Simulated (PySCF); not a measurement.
# SiF⁻: everyday levels beside a composite calculation

PySCF; the state is a triplet (π ↑↑). The composite is CCSD(T) extrapolated to the basis-set limit from two correlation-consistent sets, with core-valence (CV) and scalar-relativistic (SR) terms as its label shows; it has no spin–orbit coupling and nothing beyond (T). Here it is CCSD(T)/CBS(DT)+CV+SR. It gives Re = 1.687 Å, ωe = 661 cm⁻¹ and De = 3.54 eV to Si + F⁻.

```csv
level,basis,relativity,Re (Å),ωe (cm⁻¹),De (eV)
UHF-MP2,aug-cc-pVDZ-DK,spin-free X2C,1.765,610,3.11
UHF-SCS-MP2,def2-SVPD,no relativity,1.794,578,2.74
UHF-SCS-MP2,aug-cc-pVDZ-DK,spin-free X2C,1.767,606,3.04
UHF-CCSD(T),def2-TZVPPD,no relativity,1.709,646,3.32
r²SCAN,def2-SVPD,no relativity,1.767,611,3.29
r²SCAN,aug-cc-pVDZ-DK,spin-free X2C,1.745,632,3.57
HSE06,def2-SVPD,no relativity,1.769,609,3.17
HSE06,aug-cc-pVDZ-DK,spin-free X2C,1.747,630,3.46
MN15,def2-TZVPPD,no relativity,1.696,670,3.59
M06-2X,def2-TZVPPD,no relativity,1.697,676,3.58
```

Question: Give the difference of each row from the composite.

Answer: 

| level | basis | ΔRe (pm) | Δωe (%) | ΔDe (eV) |
| --- | --- | --- | --- | --- |
| UHF-MP2 | aug-cc-pVDZ-DK | +7.8 | -7.7 | -0.43 |
| UHF-SCS-MP2 | def2-SVPD | +10.7 | -12.6 | -0.80 |
| UHF-SCS-MP2 | aug-cc-pVDZ-DK | +8.0 | -8.3 | -0.50 |
| UHF-CCSD(T) | def2-TZVPPD | +2.2 | -2.3 | -0.22 |
| r²SCAN | def2-SVPD | +8.0 | -7.6 | -0.25 |
| r²SCAN | aug-cc-pVDZ-DK | +5.8 | -4.4 | +0.03 |
| HSE06 | def2-SVPD | +8.2 | -7.9 | -0.37 |
| HSE06 | aug-cc-pVDZ-DK | +6.0 | -4.7 | -0.08 |
| MN15 | def2-TZVPPD | +0.9 | +1.4 | +0.05 |
| M06-2X | def2-TZVPPD | +1.0 | +2.3 | +0.04 |

Question: Which rows come closest in De?

Answer: r²SCAN in aug-cc-pVDZ-DK (+0.03 eV); M06-2X in def2-TZVPPD (+0.04 eV), counted from the composite.

Correlated steps freeze 6 core orbitals. Correlated levels converge slowly with the basis: in double zeta they bind strong bonds too weakly, by up to about 1 eV, and carry superposition errors of some tenths. For an ion De counts to the pair picked by the measured ionisation energies or electron affinities, which need not be the lowest pair at this level. The highest Kohn–Sham level is positive in some of these anions. Much of that is self-interaction error, but it also means that the finite basis helps to hold the extra electron. The state is the lowest determinant that a PBE0 search found; another state may lie lower at other levels.
